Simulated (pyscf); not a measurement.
`[CH3][Zn][CH3]` + `[SeH2]` -> `[CH4]` + `[CH3][Zn][SeH]`, a four-centre exchange (singlet surface; C–Zn, H–Se broken, C–H, Se–Zn formed). Single points on ωB97X-D3(BJ)/def2-SVP structures (PySCF, gas phase). Energies in kJ/mol from the separated reactants.

Small-basis levels: PySCF, no dispersion term, spherical d functions. 

Q: In single points BP86/6-31G*+LANL2DZ puts the saddle at 38.1 kJ/mol and the reaction energy at -159.8 kJ/mol. Should these be trusted to within a few kcal/mol? Compare with ωB97M-D3(BJ)/def2-TZVP.

A: ωB97M-D3(BJ)/def2-TZVP gives ΔE‡ = 76.1 kJ/mol and ΔE = -136.5 kJ/mol. BP86/6-31G*+LANL2DZ lies 38.0 kJ/mol under it in the barrier and 23.3 kJ/mol under it in the reaction energy, so on this step it does not hold to within 12.6 kJ/mol. ωB97M-D3(BJ)/def2-TZVP has limits of its own. On the reactant side the descent ends in a complex (not fully relaxed), 23.7 kJ/mol under the separated species and 84.6 kJ/mol under the saddle at ωB97X-D3(BJ)/def2-TZVP. At ωB97X-D3(BJ)/def2-TZVP the barrier from the zero used here is 60.9 kJ/mol. One saddle was located; it need not be the lowest between these sides. In the def2 sets elements up to Kr have no core potential.
